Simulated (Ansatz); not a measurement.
A run of Ansatz (development build ahead of 0.2.0) on doublet AlBH at this shape:

```csv
atom,x (Å),y (Å),z (Å)
B,0.0000,0.0000,0.0000
Al,0.0000,0.0000,3.6900
H,0.0000,1.8761,-0.8748
```

Its results:

| Item | Value |
| --- | --- |
| Converged | yes |
| Total energy | -266.90853 hartree |
| Spin squared of the determinant | 0.750 |
| Stability test | minimum among restricted orbitals |

**Question.** Which input gives this output? Name the method, the orbitals and the basis set, and write the input.

**Answer.** ROHF in pcseg-2.

```yaml
crystal:
  periodic: [false, false, false]
  atoms:
    - { symbol: B, position_ang: [0.0, 0.0, 0.0] }
    - { symbol: Al, position_ang: [0.0, 0.0, 3.69] }
    - { symbol: H, position_ang: [0.0, 1.8761, -0.8748] }
basis:
  gaussian: { orbitals: pcseg-2 }
magnetization:
  initial_magnetization: 1
hamiltonian:
  xc: hf
```

Caution: stretched shape with no unrestricted run beside it, a lower state can exist.
